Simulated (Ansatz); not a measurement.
# BNH3 (doublet): wave-function methods side by side at distance B1–N2 = 1.374 Å, cc-pVDZ

The task here is to estimate one member of a computed series from the others.

Method: cc-pVDZ, core rule «outside noble gas», up to 2 orbitals frozen; program: Ansatz 0.2.0, Gaussian basis.

To be run: UHF; CCSD(T) on ROHF; CCSD(T) on UHF; BCCD(T) on ROHF; CISD; CCSDT(Q) on ROHF; CCSDT(Q) on UHF; CASSCF and MRCISD+Q, 3 electrons in 3 orbitals; CASSCF and NEVPT2, 3 electrons in 3 orbitals.

23 further runs of the same task are left out: 2 for a mislabelled method, 11 that didn't finish, 10 set aside as unsound or not needed.

### What is computed

The geometry derives from a PBE0/def2-TZVP stationary point (not a proven minimum). One bond is set to the value named and the two fragments are kept rigid.

5 atoms, charge 0, spin multiplicity 2.

Atoms are counted from 1 here; the program's logs count them from 0.

Bond lengths: B1–N2 1.374 Å, B1–H3 1.195 Å, N2–H4 1.011 Å, N2–H5 1.007 Å. Angles: N2–B1–H3 125.1°, B1–N2–H4 123.7°, B1–N2–H5 123.2°, H4–N2–H5 113.1°.

The first run:

File in.yaml:

```yaml
crystal:
  periodic: [false, false, false]
  atoms:
    - {symbol: B, position_ang: [0.000000, -0.179775, 0.786527]}
    - {symbol: N, position_ang: [0.000000, 0.067403, -0.564987]}
    - {symbol: H, position_ang: [0.000000, 0.657847, 1.639246]}
    - {symbol: H, position_ang: [0.000000, 0.995722, -0.965199]}
    - {symbol: H, position_ang: [0.000000, -0.661987, -1.258945]}
basis:
  gaussian: {orbitals: cc-pVDZ}
magnetization: {spin_polarized: true, initial_magnetization: 1}
hamiltonian: {xc: hf}
output: {orbitals: {seedname: orbitals}}
```

The run is started by

```console
$ ansatz run in.yaml --threads 1 --pin off --events-out ev --progress --plain --max-ram 2393MiB
```

Among the steps run: UHF; CCSD(T) on ROHF; CCSD(T) on UHF; BCCD(T) on ROHF; CISD; CCSDT(Q) on ROHF; CCSDT(Q) on UHF; CASSCF and MRCISD+Q, 3 electrons in 3 orbitals; CASSCF and NEVPT2, 3 electrons in 3 orbitals.

One table of the session follows, with a row left open; its other results are not shown here.

| method | from UCCSDT(Q) (kJ/mol) |
| --- | --- |
| ROHF | +714.1 |
| UHF | +710.4 |
| RMP2 | +84.6 |
| UMP2 | ? |
| CISD | +66.9 |
| RCCSD | +21.0 |
| UCCSD | +21.0 |
| RCCSD(T) | +3.0 |
| UCCSD(T) | +3.0 |
| BCCD(T) | +3.1 |
| RCCSDT | +1.4 |
| UCCSDT | +1.4 |
| RCCSDT(Q) | +0.1 |
| UCCSDT(Q) | 0 |

**Question.** Estimate the row for UMP2.

As computed: from UCCSDT(Q) (kJ/mol): +84.0. In the column «from UCCSDT(Q) (kJ/mol)» it lies between CISD (+66.9) and RMP2 (+84.6).

Left out of the table: CASSCF pair, NEVPT2 pair, MRCISD pair, MRCISD+Q pair (the active space lost an orbital or holds another state than full CI finds).

Limits of these values: Restricted and unrestricted rows rest on different reference determinants; where their highest levels disagree by more than a few hundredths of an eV, they describe different states and don't form one ladder. Warnings in the runs' records: passed over end.
